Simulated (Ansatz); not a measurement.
Worked example: GaGeH2⁺ (H-bridged), triplet against GaGeH2 (H-bridged), doublet

Geometry (PBE0/def2-TZVP stationary point of a doublet), kept for both states (GaGeH2 (H-bridged), doublet: A''; GaGeH2⁺ (H-bridged), triplet: A''):

```xyz
4

Ge    0.0000   -0.0037    1.1629
Ga    0.0000   -0.0229   -1.1765
H     0.0000    1.4325    0.2695
H     0.0000    0.4115   -2.6972
```

Basis cc-pVDZ; Ansatz 0.2.0. Only valence electrons are correlated (noble-gas cores and the filled d shells of p-block atoms frozen). R marks a restricted (for open shells ROHF) determinant, U an unrestricted one. No spin–orbit coupling is included, and no scalar relativity.

Full CI isn't at hand for all of this; UCCSDT(Q) serves as the reference, and is uncertain by about the last step of the cluster series.

```csv
level,"E(GaGeH2 (H-bridged), doublet) (hartree)","E(GaGeH2⁺ (H-bridged), triplet) (hartree)"
UHF,-3999.665837,-3999.381686
UMP2,-3999.800020,-3999.489815
UCCSD(T),-3999.838096,-3999.526798
PBE,-4002.341065,-4002.018880
r2SCAN,-4002.921995,-4002.598758
UCCSDT(Q),-3999.839839,-3999.528488
```

Give the vertical gap, GaGeH2⁺ (H-bridged) triplet less GaGeH2 (H-bridged) doublet, at each level in eV (1 hartree = 27.2114 eV), and each error against UCCSDT(Q).

UCCSDT(Q): (-3999.528488 − (-3999.839839)) × 27.2114 = 8.472 eV (the reference)
r2SCAN: (-4002.598758 − (-4002.921995)) × 27.2114 = 8.796 eV, error 0.324 eV
PBE: (-4002.018880 − (-4002.341065)) × 27.2114 = 8.767 eV, error 0.295 eV
UCCSD(T): (-3999.526798 − (-3999.838096)) × 27.2114 = 8.471 eV, error -0.001 eV
UMP2: (-3999.489815 − (-3999.800020)) × 27.2114 = 8.441 eV, error -0.031 eV
UHF: (-3999.381686 − (-3999.665837)) × 27.2114 = 7.732 eV, error -0.740 eV

Total energies of functionals can't be set beside those of wave-function methods, since they hold the core's correlation and their own absolute errors; only the differences compare.

In so small a basis the reference is far from its limit while semilocal and hybrid functionals are nearer theirs, so the functionals' errors here hold much of the reference's basis and frozen-core error, which can add to them or hide them.

Each level lands on the state that its own search finds. T1 diagnostics of restricted CCSD: 0.022 and 0.029.
